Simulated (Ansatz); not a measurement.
Fluorite CdF2

Method: HSE06 (plane waves, PAW; Ansatz, a first-principles code).

Settings: plane-wave cutoff 500 eV, 8×8×8 k mesh, gaussian smearing 0.02 eV, scalar-relativistic PAW data made under PBE.

Cell (relaxed at this level):

```
CELL_PARAMETERS angstrom
      0.00000     2.70878     2.70878
      2.70878     0.00000     2.70878
      2.70878     2.70878     0.00000
ATOMIC_POSITIONS crystal
  Cd 0.00000 0.00000 0.00000
  F  0.25000 0.25000 0.25000
  F  0.75000 0.75000 0.75000
```

```
Property                       Result
--------  ---------------------------
band gap  5.14 eV (on the SCF k mesh)
```

Measured, for comparison: band gap 7.8 eV (temperature not stated, not corrected to a static lattice, indirect W–Γ; as tabulated in Cappellini et al. (2013), arXiv:1302.2571).

Spin–orbit coupling is not included.

The computed numbers hold no vibrational or temperature effects.
